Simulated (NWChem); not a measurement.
System meant: C, triplet

The following NWChem deck was run.

```
start job
memory heap 200 mb stack 900 mb global 1100 mb
geometry units angstroms noautoz
  C      0.000000     0.000000     0.000000
end
basis spherical
  * library def2-svp
end
dft
  odft
  mult 3
  xc xpbe96 cpbe96
  iterations 4
  mulliken
end
task dft energy
```

End of the output:

```
    Atom       Charge   Shell Charges
 -----------   ------   -------------------------------------------------------
    1 C    6     2.00   0.00  0.05 -0.05  1.24  0.76 -0.00

     -------------------------------------------
      Total Density - Lowdin Population Analysis
     -------------------------------------------

    Atom       Charge   Shell Charges
 -----------   ------   -------------------------------------------------------
    1 C    6     6.00   1.98  1.13  0.88  1.20  0.80  0.00

     ------------------------------------------
      Spin Density - Lowdin Population Analysis
     ------------------------------------------

    Atom       Charge   Shell Charges
 -----------   ------   -------------------------------------------------------
    1 C    6     2.00   0.00  0.03 -0.03  1.20  0.80 -0.00

   alpha - beta orbital overlaps
   -----------------------------

   alpha      1      2      3      4      5      6      7      8      9     10
    beta      1      2      5      4      3      6      9      8      7     14
 overlap   1.000  0.999  0.993  0.993  1.000  0.999  0.969  0.969  1.000  0.996

   alpha     11     12     13     14
    beta     13     12     11     10
 overlap   0.996  0.990  0.990  0.999

     --------------------------
     Expectation value of S2:
     --------------------------
      <S2> =      2.0019 (Exact =     2.0000)

 ------------------------------------------------------------------------
 dft energy failed                                                                                  0
 ------------------------------------------------------------------------
 ------------------------------------------------------------------------
  current input line :
    16: task dft energy
 ------------------------------------------------------------------------
 ------------------------------------------------------------------------
 This type of error is most commonly associated with calculations not reaching convergence criteria
 ------------------------------------------------------------------------
 For more information see the NWChem manual at https://nwchemgit.github.io

0:dft energy failed:Received an Error in Communication
```

**Question.** What is wrong, and how is it mended?

**Answer.** The run did not converge; its last values are not results. Cause: the SCF was allowed too few iterations. This input runs:
```
start job
memory heap 200 mb stack 900 mb global 1100 mb
geometry units angstroms noautoz
  C      0.000000     0.000000     0.000000
end
basis spherical
  * library def2-svp
end
dft
  odft
  mult 3
  xc xpbe96 cpbe96
  iterations 150
  mulliken
end
task dft energy
```
It converges to -37.75124 Ha (PBE/def2-SVP, spin-unrestricted).
